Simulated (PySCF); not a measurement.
Compound: 1,2,5-thiadiazole, C₂H₂N₂S.
InChI=1S/C2H2N2S/c1-2-4-5-3-1/h1-2H

Computed with PySCF at wB97X-D/def2-SVPD, non-relativistic, on one gas-phase PBE0-D3(BJ)/def2-SVP geometry that isn't relaxed in the solvent. The solvent is an IEF-PCM continuum (Bondi radii, 1.10 Å for H, scaled by 1.2), and excitations are vertical TDDFT with non-equilibrium linear response and a frozen core. Specific hydrogen bonds and non-electrostatic terms are outside this model.

Gas-phase singlets (H = HOMO, L = LUMO):

```json
{"state": "S1", "E (eV)": "5.252", "λ (nm)": "236", "f": "0.000", "leading configurations": "H-1→L 98%"}
{"state": "S2", "E (eV)": "5.539", "λ (nm)": "224", "f": "0.153", "leading configurations": "H→L 94%"}
{"state": "S3", "E (eV)": "6.144", "λ (nm)": "202", "f": "0.003", "leading configurations": "H-3→L 95%"}
{"state": "S4", "E (eV)": "6.486", "λ (nm)": "191", "f": "0.000", "leading configurations": "H→L+1 92%"}
{"state": "S5", "E (eV)": "6.790", "λ (nm)": "183", "f": "0.021", "leading configurations": "H-2→L 89%"}
```

**Question.** How does the list change in tetrahydrofuran (ε = 7.426)?

**Answer.** 
```
state  E (eV)  λ (nm)      f  leading configurations  change by rank (eV)
   S1   5.380     230  0.000               H-1→L 98%               +0.128
   S2   5.406     229  0.203                 H→L 96%               -0.133
   S3   6.162     201  0.003               H-3→L 96%               +0.018
   S4   6.434     193  0.000               H→L+1 91%               -0.052
   S5   6.806     182  0.035               H-2→L 90%               +0.016
```

**Question.** Give the list for acetonitrile (ε = 35.69), n² = 1.81.

**Answer.** 
| state | E (eV) | λ (nm) | f | leading configurations | change by rank (eV) |
| --- | --- | --- | --- | --- | --- |
| S1 | 5.411 | 229 | 0.180 | H→L 88%, H-1→L 8% | +0.159 |
| S2 | 5.411 | 229 | 0.016 | H-1→L 90% | -0.128 |
| S3 | 6.167 | 201 | 0.003 | H-3→L 96% | +0.023 |
| S4 | 6.426 | 193 | 0.000 | H→L+1 91% | -0.060 |
| S5 | 6.821 | 182 | 0.034 | H-2→L 90% | +0.031 |

**Question.** How do the frontier levels move from gas to acetonitrile?

**Answer.** 
| orbital | gas (eV) | solvent (eV) | change (eV) |
| --- | --- | --- | --- |
| LUMO+2 | 2.36 | 2.50 | +0.14 |
| LUMO+1 | 1.78 | 1.79 | +0.01 |
| LUMO | -0.01 | 0.01 | +0.02 |
| HOMO | -9.84 | -9.76 | +0.08 |
| HOMO-1 | -10.73 | -10.87 | -0.14 |
| HOMO-2 | -11.19 | -11.23 | -0.04 |
| HOMO-3 | -11.56 | -11.56 | 0.00 |

The HOMO–LUMO gap goes from 9.83 to 9.77 eV. Rows go by rank; for LUMO+2 the atom shares or the degeneracy differ between the runs, so the row needn't follow one orbital.
